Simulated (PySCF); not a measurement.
Helium: a sound run and one with changed settings

Sound run: He 1s2, He⁺ 1s1. All numbers are calculated (PySCF 2.14, scalar relativity by spin-free X2C-1e, in cc-pVDZ-DK). The sound run starts from symmetry-adapted Hartree-Fock orbitals and uses a fine grid where one is needed.

Changed run: 26 angular points. This setting is unsound on purpose.

```json
{"species": "He", "method": "UHF", "sound run (hartree)": "-2.85525", "changed run (hartree)": "-2.85525", "converged": "yes"}
{"species": "He", "method": "BP86", "sound run (hartree)": "-2.89823", "changed run (hartree)": "-2.89823", "converged": "yes"}
{"species": "He", "method": "TPSS", "sound run (hartree)": "-2.90262", "changed run (hartree)": "-2.90262", "converged": "yes"}
{"species": "He⁺", "method": "UHF", "sound run (hartree)": "-1.99372", "changed run (hartree)": "-1.99372", "converged": "yes"}
{"species": "He⁺", "method": "BP86", "sound run (hartree)": "-1.98749", "changed run (hartree)": "-1.98749", "converged": "yes"}
{"species": "He⁺", "method": "TPSS", "sound run (hartree)": "-1.99488", "changed run (hartree)": "-1.99488", "converged": "yes"}
```

Ionisation energy of He:

```tsv
method	sound run (eV)	changed run (eV)
UHF	23.443	23.443
BP86	24.782	24.782
TPSS	24.701	24.701
```

Here the setting changes nothing at the digits shown.

For comparison, NIST gives 24.587 eV between the lowest levels.
